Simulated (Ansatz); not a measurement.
`C#CCOCC` → `CC1=CCCO1`  (isomerisation)

Program: Ansatz. Geometries: PBE0-D4/def2-TZVP. ΔE: electronic, gas phase. CCSD(T)/CBS is the MP2 limit (def2-TZVPP, def2-QZVPP) plus CCSD(T) − MP2 in def2-TZVPP, frozen cores. Functionals use def2-TZVPP. Each species was taken in one conformer, which may not be the lowest.

| level | ΔE (kJ/mol) |
| --- | --- |
| r2SCAN0 | -184.5 |
| LC-ωPBE | -189.8 |

(1) What does CCSD(T)/CBS give? (Estimate.)

Largest T1 diagnostic among the species: 0.012.

Answers

(1) The calculation gave: -162.0 kJ/mol. The listed levels differ from it by -22.5, -27.8 kJ/mol.

At CCSD(T), def2-SVP lies −5.4 kJ/mol from the extrapolated value and def2-TZVPP −0.3 kJ/mol. From r2SCAN to r2SCAN0 (25 % exact exchange), in def2-TZVPP and without D4, ΔE moves by −5.9 kJ/mol.
